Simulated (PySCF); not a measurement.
N2O: calculation and literature

Structure with atom numbers: `[N:1]#[N+:2][O-:3]`.

Measured values that the calculation should reproduce: δ $^{15}$N N2 253.2; N1 165.0; δ $^{17}$O O3 143.4 ppm (measured; gas; L. Olsson, D. Cremer, J. Chem. Phys. 105 (1996) 8995).
δ $^{15}$N N2 253.2; N1 165.0; δ $^{17}$O O3 143.4 ppm (measured; gas; Olsson, Cremer, J. Chem. Phys. 1996, 105, 8995 (gas-phase data of Jameson 1987, Jameson 1981, Wasylishen 1984)).

Theoretical values (PySCF 2.14): NMR shieldings at HF/pcSseg-2/GIAO, geometry: PBE0-D3(BJ)/def2-SVP. Single conformer, isolated molecule, non-relativistic Hamiltonian.

Q: How close does the calculation come?

A: 
Reference values: measured (gas; L. Olsson, D. Cremer, J. Chem. Phys. 105 (1996) 8995).
```tsv
atoms	quantity	reference	computed
N2	δ $^{15}$N vs gaseous NH3	253.2	289.9
N1	δ $^{15}$N vs gaseous NH3	165.0	189.4
O3	δ $^{17}$O vs gaseous H2O	143.4	139.0
```

Reference values: measured (gas; Olsson, Cremer, J. Chem. Phys. 1996, 105, 8995 (gas-phase data of Jameson 1987, Jameson 1981, Wasylishen 1984)).
| atoms | quantity | reference | computed |
| --- | --- | --- | --- |
| N2 | δ $^{15}$N vs NH3 (gas) | 253.2 | 289.9 |
| N1 | δ $^{15}$N vs NH3 (gas) | 165.0 | 189.4 |
| O3 | δ $^{17}$O vs H2O (gas) | 143.4 | 139.0 |

Computed shifts are σ(ref) − σ with the named reference compound (TMS for H and C) calculated as an isolated molecule at the same level.

Q: How far are the unscaled $^{15}$N shifts from the references?

A: Mean signed difference +30.55 ppm, mean absolute 30.55 ppm over 4 comparisons; the largest is +36.7 ppm at N2 (nitrogen bonded to N, O).

Q: How far are the unscaled $^{17}$O shifts from the references?

A: Mean signed difference -4.40 ppm, mean absolute 4.40 ppm over 2 comparisons; the largest is -4.4 ppm at O3 (oxygen bonded to N).

6 of the 36 published NMR values on file for this molecule are compared. The rest: values from further sources, other calculations.
